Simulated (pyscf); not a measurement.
Elementary routes open to H₂N–SiH(NH₂)–Cl + H atom (H•) in the gas phase (doublet surface):
A. H₂N–Si•(NH₂)–Cl + hydrogen (H₂) (H–Si broken; H–H formed)
B. ammonia (NH₃) + H₂N–SiH•–Cl (N–Si broken; H–N formed)

Structures and frequencies: ωB97X-D3(BJ)/def2-SVP in PySCF.

Rank the routes by free-energy barrier at 298 K, lowest first, for ωB97M-D3(BJ)/def2-TZVP energies (ideal gas, 1 atm, RRHO with modes under 100 cm⁻¹ raised to 100, one conformer, R ln 2 for chiral ones without a mode under 150 cm⁻¹).

A (0.41 eV), B (1.21 eV)

Route A is the fastest of these, ahead of the next by 0.80 eV. The most stable products are those of A (ΔG = -0.40 eV), so kinetics and thermodynamics agree. At 1200 K A is still the fastest. B: On the product side the descent ends in a complex, 0.26 eV under the separated species and 1.10 eV under the saddle at ωB97X-D3(BJ)/def2-TZVP. Only these routes are compared; each barrier is that of the saddle found, and lower ones may exist.
